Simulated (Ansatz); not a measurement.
Reaction (SMILES): P (PH3) + H+ → [PH4+]
B3LYP-D3(BJ)/def2-TZVP geometries, fixed; electronic energies without zero-point terms; positive where energy is released.
Largest species:
```xyz
5

P      0.0000     0.0000     0.0000
H      0.0115     1.3163    -0.4706
H      1.1354    -0.6707    -0.4639
H     -1.1473    -0.6505    -0.4634
H      0.0003     0.0049     1.3979
```
Charge +1, spin multiplicity 1.

Effect of the final integration grid (spheres per factor e of radius in core and valence, angular degree) at PBE0/cc-pV(T+d)Z with Ansatz (a quantum-chemistry and plane-wave program), against the last row, where the proton affinity is 192.90 kcal/mol. The default's grid is 13, 11, 36.

```json
[
 {"setting": "accuracy: medium (default)", "largest shift of a total energy (mEh)": "0.000", "shift of the proton affinity (kcal/mol)": "0.000"},
 {"setting": "final_grid: 4, 3, 11", "largest shift of a total energy (mEh)": "-0.159", "shift of the proton affinity (kcal/mol)": "-0.127"},
 {"setting": "final_grid: 6, 5, 17", "largest shift of a total energy (mEh)": "0.052", "shift of the proton affinity (kcal/mol)": "-0.006"},
 {"setting": "final_grid: 8, 7, 23", "largest shift of a total energy (mEh)": "-0.006", "shift of the proton affinity (kcal/mol)": "0.004"},
 {"setting": "final_grid: 10, 9, 29", "largest shift of a total energy (mEh)": "0.000", "shift of the proton affinity (kcal/mol)": "-0.001"},
 {"setting": "final_grid: 18, 15, 47", "largest shift of a total energy (mEh)": "0.000", "shift of the proton affinity (kcal/mol)": "0.000"},
 {"setting": "final_grid: 26, 22, 59", "largest shift of a total energy (mEh)": "0.000", "shift of the proton affinity (kcal/mol)": "0.000"}
]
```

Within 0.1 kcal/mol in the proton affinity: accuracy: medium (default); final_grid: 6, 5, 17; final_grid: 8, 7, 23; final_grid: 10, 9, 29; final_grid: 18, 15, 47. The largest shift is 0.159 mEh in a total energy and 0.127 kcal/mol in the difference.
